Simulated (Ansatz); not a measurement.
Take Pd in the fcc (Cu type) structure (space group Fm-3m, No. 225) as the base.

```cif
data_Pd4
_chemical_formula_sum 'Pd4'
_space_group_name_H-M_alt 'Fm-3m'
_space_group_IT_number 225
_space_group_name_Hall '-F 4 2 3'
_cell_length_a 3.94259
_cell_length_b 3.94259
_cell_length_c 3.94259
_cell_angle_alpha 90.000
_cell_angle_beta 90.000
_cell_angle_gamma 90.000
loop_
_atom_site_label
_atom_site_type_symbol
_atom_site_symmetry_multiplicity
_atom_site_Wyckoff_symbol
_atom_site_fract_x
_atom_site_fract_y
_atom_site_fract_z
_atom_site_occupancy
Pd1 Pd 4 a 0.00000 0.00000 0.00000 1
```
(The calculation used a cell of 1 atom; values per cell refer to that cell.)

Calculations: PBE in Ansatz (plane waves to 420 eV, PAW, scalar-relativistic without spin-orbit coupling), earlier PAW set.

One thing is altered: Ni takes the place of Pd on all its sites, then cell and atoms are relaxed.

Measured lattice parameter a: Pd 3.876 Å (static lattice; corrected from measurement; as listed in Daniel Mejia-Rodriguez, S. B. Trickey, Phys. Rev. B (2018)); Ni 3.508 Å (static lattice; corrected from measurement; as listed in Daniel Mejia-Rodriguez, S. B. Trickey, Phys. Rev. B (2018)).

Q: How well does PBE reproduce the measured shift?

A: With PBE the lattice parameter a moves by -0.424 Å (3.943 → 3.519) against -0.368 Å measured.

The magnetic state is the one reached from the starting moments; the real material's order can differ, and small cells can't hold many antiferromagnetic ones. No phonon test of stability was made. Spin-polarised in the final run: Ni; the other runs are not.

Ansatz is a quantum-chemistry and plane-wave program.
